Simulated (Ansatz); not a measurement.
# CHCl₃ (singlet): the correlation ladder, cc-pV(Q+d)Z

The task here is to estimate one member of a computed series from the others.

The runs use Ansatz 0.2.0, Gaussian basis; cc-pV(Q+d)Z, core rule «outside noble gas», up to 16 orbitals frozen.

To be run: UHF; CCSD(T) on RHF; BCCD(T) on RHF.

18 further runs of the same task are left out: 1 that didn't finish, 17 set aside as unsound or not needed.

## The system

The geometry is an MP2(full)/6-31G* stationary point (not a proven minimum).

5 atoms, charge 0, spin multiplicity 1.

Atoms are counted from 1 here; the program's logs count them from 0.

Bond lengths: C1–H2 1.086 Å, C1–Cl3 1.765 Å, C1–Cl4 1.765 Å, C1–Cl5 1.765 Å. Angles: H2–C1–Cl3 107.6°, H2–C1–Cl4 107.6°, H2–C1–Cl5 107.6°, Cl3–C1–Cl4 111.2°, Cl3–C1–Cl5 111.2°, Cl4–C1–Cl5 111.2°.

Coordinates:

```xyz
5
CHCl3
C     0.0000    0.0000    0.4675
H     0.0000    0.0000    1.5534
Cl    0.0000    1.6817   -0.0675
Cl    1.4564   -0.8409   -0.0675
Cl   -1.4564   -0.8409   -0.0675
```

Set-up of the first run:

Input file in.yaml:

```yaml
crystal:
  periodic: [false, false, false]
  atoms:
    - {symbol: C, position_ang: [0.000000, 0.000000, 0.467457]}
    - {symbol: H, position_ang: [0.000000, 0.000000, 1.553364]}
    - {symbol: Cl, position_ang: [0.000000, 1.681723, -0.067509]}
    - {symbol: Cl, position_ang: [1.456415, -0.840862, -0.067509]}
    - {symbol: Cl, position_ang: [-1.456415, -0.840862, -0.067509]}
basis:
  gaussian: {orbitals: "cc-pV(Q+d)Z.json"}
magnetization: {spin_polarized: true, initial_magnetization: 0}
hamiltonian: {xc: hf}
output: {orbitals: {seedname: orbitals}}
```

On the command line:

```bash
ansatz run in.yaml --threads 1 --pin off --events-out ev --progress --plain --max-ram 2560MiB --backend cpu
```

Among the steps run: UHF; CCSD(T) on RHF; BCCD(T) on RHF.

One of the session's tables, all rows but one given; the rest of the session is left out.

| method | from RCCSD(T) (kJ/mol) |
| --- | --- |
| RHF | +2341.8 |
| RMP2 | ? |
| RCCSD | +111.8 |
| RCCSD(T) | 0 |
| BCCD(T) | -0.7 |

**Question.** Estimate the row for RMP2.

**Answer.** from RCCSD(T) (kJ/mol): +219.4. In the column «from RCCSD(T) (kJ/mol)» it lies between RCCSD (+111.8) and RHF (+2341.8).

With the free atoms at the same levels and basis (separate runs), the atomisation energy is 14.672 eV at RCCSD(T), 9.700 eV at RHF.
